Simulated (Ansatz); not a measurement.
Ideal-gas functions of C$_{2}$H$_{2}$O (`C=C=O`) at 600 K and 1 bar, from an Ansatz frequency run at PBE0-D4/def2-TZVP.

Molar mass 42.04 g/mol, point group C2v (symmetry number 2), electronic degeneracy 1, moments of inertia 1.782, 48.7, 50.482 u Å². Harmonic wavenumbers (cm⁻¹, unscaled): 443, 559, 594, 984, 1181, 1408, 2254, 3205, 3303.

Use S(trans) = R[1.5 ln M + 2.5 ln T − 1.1517]; rotational temperatures θ = 24.2544 K / I; S(rot) = R[ln(√π/σ · √(T³/θAθBθC)) + 1.5]; for each mode x = 1.438777 ν̃/T, S = R[x/(eˣ − 1) − ln(1 − e⁻ˣ)] and H = RT x/(eˣ − 1); 1 cm⁻¹ = 0.0119627 kJ/mol; R = 8.31446 J/(mol·K).

By hand: the entropy, in J/(mol·K).

Translation 170.0. Rotation: θ = 13.6108, 0.498, 0.4805 K, giving 86.3. Vibration, mode by mode: 8.19, 6.47, 6.04, 2.87, 1.98, 1.28, 0.24, 0.03, 0.03, in all 27.1. Electronic 0.0. Sum 283.4 J/(mol·K).

By hand: H − E and G − E in kJ/mol, counted from the electronic energy.

Zero-point energy ½ × 13931 × 0.0119627 = 83.3; thermal vibration 10.3; translation, rotation and pV give 4 RT = 20.0. H − E = 113.6 kJ/mol, and G − E = 113.6 − 600 × 283.4/1000 = -56.4 kJ/mol.

Vibration gives 10 % of the entropy.
